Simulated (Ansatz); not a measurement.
Cost and result for the atomization energy of C₃H₃F₂N (`FC1(F)CC=N1`) (9 atoms, 9 bonds).

```xyz
9

F     1.655    1.066   -0.376
C     0.910   -0.013   -0.103
F     1.718   -0.934    0.437
C    -0.413    0.248    0.643
C    -0.923   -0.297   -0.660
N     0.181   -0.512   -1.273
H    -0.631    1.296    0.854
H    -0.578   -0.365    1.530
H    -1.919   -0.489   -1.052
```

Total charge 0; spin multiplicity 1. The geometry is a stationary point of PBE0-D4/def2-TZVP. Program: Ansatz. All runs use 4 threads of an Arm Neoverse N1 on a shared host. Times are those of one run each, without the atoms' runs, and a repeat can differ threefold. Electronic energies, without spin–orbit coupling; frozen cores. CCSD(T)/CBS adds CCSD(T) − MP2 in def2-TZVPP to the MP2 limit, and its time is that of the two runs behind it. T1 = 0.012. B3LYP takes the VWN-RPA correlation (the form of Gaussian; ORCA's B3LYP/G).

CCSD(T)/CBS is a level of theory with its own doubt, some kJ/mol a heavy atom from the limit and from the frozen cores, so smaller differences don't rank the functionals.

```
                             level  functions  atomization (kJ/mol)  difference from CCSD(T)/CBS  per bond
                    MP2/def2-QZVPP        432                3878.1                         87.1       9.7
                 CCSD(T)/CBS(def2)          –                3791.0                          0.0       0.0
                CCSD(T)/def2-TZVPP        228                3680.3                       -110.7     -12.3
   PBE-D4/def2-TZVPP (with forces)        228                3987.9                        196.9      21.9
r2SCAN-D4/def2-TZVPP (with forces)        228                3814.6                         23.6       2.6
                 B2PLYP/def2-TZVPP        228                3761.2                        -29.8      -3.3
 B3LYP-D4/def2-TZVPP (with forces)        228                3792.0                          1.0       0.1
  ωB97M-V/def2-TZVPP (with forces)        228                3824.8                         33.8       3.8
                PBE0-D4/def2-TZVPP        228                3852.5                         61.5       6.8
                ωB97X-V/def2-TZVPP        228                3824.0                         33.0       3.7
```

Q: Order the runs by time, with rough figures. (Estimate.)

A: The calculation gave: PBE-D4/def2-TZVPP (with forces) 3.3 s; PBE0-D4/def2-TZVPP 3.6 s; B3LYP-D4/def2-TZVPP (with forces) 5.5 s; r2SCAN-D4/def2-TZVPP (with forces) 6.5 s; B2PLYP/def2-TZVPP 7 s; ωB97X-V/def2-TZVPP 9.5 s; ωB97M-V/def2-TZVPP (with forces) 14 s; MP2/def2-QZVPP 27 s; CCSD(T)/def2-TZVPP 3.7 min; CCSD(T)/CBS(def2) 4.2 min.

From PBE to PBE0 (25 % exact exchange), in def2-TZVPP and without D4, the atomization energy moves by −132.5 kJ/mol: exact exchange takes away binding that semilocal exchange gives to molecules. In def2-TZVPP, CCSD(T) changes the Hartree–Fock value by +1112.4 kJ/mol (the triples alone add +85.4 kJ/mol) and MP2 by +1244.8 kJ/mol; breaking electron pairs costs correlation energy, which Hartree–Fock lacks. The D4 term adds +25.6 kJ/mol with B3LYP and +13.2 kJ/mol with PBE0; it sums over pairs of atoms, weighted by their polarisabilities, and B3LYP, whose exchange is more repulsive, gets the larger term.
